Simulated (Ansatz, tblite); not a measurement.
Cost and result up the ladder for the cluster B₃H₃⁻ (6 atoms). Total charge -1; doublet. Geometry: r2SCAN-D4/def2-TZVPD.

```xyz
6

B     0.2156   -0.8591   -0.2485
B    -0.8265   -0.0152    0.5333
B     0.2934    0.8666   -0.0837
H     1.0062   -1.5326   -0.8445
H    -1.8324   -0.0300    1.1913
H     1.1437    1.5703   -0.5480
```

Ansatz on 4 threads of Arm Neoverse V1 on a shared host; xTB runs through tblite on one thread. Times are rough, summed over both states, and most runs start from the orbitals of an earlier one. No level here is sound enough to serve as a yardstick. The other state is a singlet.

The xTB rows come from tblite. Correlated methods freeze 3 core orbitals. The structure comes from a short search, and lower isomers may exist.

Run but left out: HF/def2-TZVPPD (neutral singlet: restricted singlet, unstable towards broken spin symmetry).

Correlated methods converge slowly with the basis.

Raw xTB energies of ions are shifted by several eV, and xTB has no spin-polarisation term.

| level | functions | wall time |
| --- | --- | --- |
| GFN2-xTB | 15 | 0.004 s |
| GFN1-xTB | 18 | 0.011 s |
| PBE-D4/def2-TZVPD (with forces) | 138 | 2.3 s |
| PBE0-D4/def2-TZVPD | 138 | 2.4 s |
| r2SCAN-D4/def2-TZVPD | 138 | 3.9 s |
| CCSD(T)/def2-TZVPPD | 162 | 39 s |

(1) Estimate what each level gives for the vertical IE (eV).

Results:

(1) 
| level | vertical IE (eV) | remarks |
| --- | --- | --- |
| GFN2-xTB | 3.87 | – |
| GFN1-xTB | 5.96 | – |
| PBE-D4/def2-TZVPD (with forces) | 2.21 | HOMO above zero (-1 doublet), restricted SCF unstable in HF (singlet) |
| PBE0-D4/def2-TZVPD | 2.30 | restricted SCF unstable in HF (singlet) |
| r2SCAN-D4/def2-TZVPD | 2.34 | HOMO above zero (-1 doublet), restricted SCF unstable in HF (singlet) |
| CCSD(T)/def2-TZVPPD | 2.07 | large T1 (0.021) (singlet), restricted SCF unstable (singlet) |
